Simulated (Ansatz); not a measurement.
Geometry optimisation, RKS revPBE/def2-SVP in Ansatz.

The input (input.yaml):

```yaml
crystal:
  periodic: [false, false, false]
  atoms:
    - { symbol: Si, position_ang: [0.0, 0.0, 0.0] }
    - { symbol: H, position_ang: [0.0, 0.0, 1.46] }
    - { symbol: H, position_ang: [1.3768, 0.0, -0.4862] }
    - { symbol: H, position_ang: [-0.6877, 1.1914, -0.4862] }
    - { symbol: Si, position_ang: [-1.0456, -1.8115, -0.7393] }
    - { symbol: H, position_ang: [-1.7029, -2.4846, 0.3772] }
    - { symbol: H, position_ang: [-2.0454, -1.4265, -1.7311] }
    - { symbol: H, position_ang: [-0.0777, -2.7173, -1.3511] }
basis:
  gaussian: { orbitals: def2-SVP }
hamiltonian:
  xc: revpbe
relax:
  f_tol: 0.02
  max_steps: 40
```

Command:

```bash
$ ansatz run input.yaml --threads 1 --pin off --max-ram 2048MiB --backend cpu --events-out ev --progress --plain --runs-dir out
```

Q: Where does it end, and by what steps?

A: The forces met the threshold. The force dipped under the threshold on the way, but the program's further checks kept it going. After 13 steps the energy has fallen by 0.325 eV; H2 moved furthest, 0.61 Å.

```json
{"step": "0", "energy less start (eV)": "0.0000", "largest force component (eV/Å)": "0.898", "accepted": "yes"}
{"step": "1", "energy less start (eV)": "-0.2688", "largest force component (eV/Å)": "0.241", "accepted": "yes"}
{"step": "2", "energy less start (eV)": "-0.2878", "largest force component (eV/Å)": "0.025", "accepted": "yes"}
{"step": "3", "energy less start (eV)": "-0.2959", "largest force component (eV/Å)": "0.024", "accepted": "yes"}
{"step": "4", "energy less start (eV)": "-0.2965", "largest force component (eV/Å)": "0.012", "accepted": "yes"}
{"step": "5", "energy less start (eV)": "-0.2900", "largest force component (eV/Å)": "0.397", "accepted": "no"}
{"step": "6", "energy less start (eV)": "-0.3032", "largest force component (eV/Å)": "0.093", "accepted": "yes"}
{"step": "7", "energy less start (eV)": "-0.3090", "largest force component (eV/Å)": "0.135", "accepted": "yes"}
{"step": "8", "energy less start (eV)": "-0.3142", "largest force component (eV/Å)": "0.148", "accepted": "yes"}
{"step": "9", "energy less start (eV)": "-0.3196", "largest force component (eV/Å)": "0.105", "accepted": "yes"}
{"step": "10", "energy less start (eV)": "-0.3178", "largest force component (eV/Å)": "0.139", "accepted": "no"}
{"step": "11", "energy less start (eV)": "-0.3237", "largest force component (eV/Å)": "0.054", "accepted": "yes"}
{"step": "12", "energy less start (eV)": "-0.3242", "largest force component (eV/Å)": "0.031", "accepted": "yes"}
{"step": "13", "energy less start (eV)": "-0.3247", "largest force component (eV/Å)": "0.008", "accepted": "yes"}
```

```xyz
8
Properties=species:S:1:pos:R:3
Si 0.035 0.059 0.025
H 0.585 -0.181 1.407
H 1.177 0.415 -0.892
H -0.918 1.226 0.081
Si -1.080 -1.871 -0.763
H -2.218 -2.233 0.157
H -1.637 -1.627 -2.143
H -0.126 -3.037 -0.829
```

Whether the end is a true minimum wasn't checked by a vibrational analysis.

Run time: 20 s on 1 thread of Arm Neoverse V1 (shared host), peak memory 0.11 GiB.
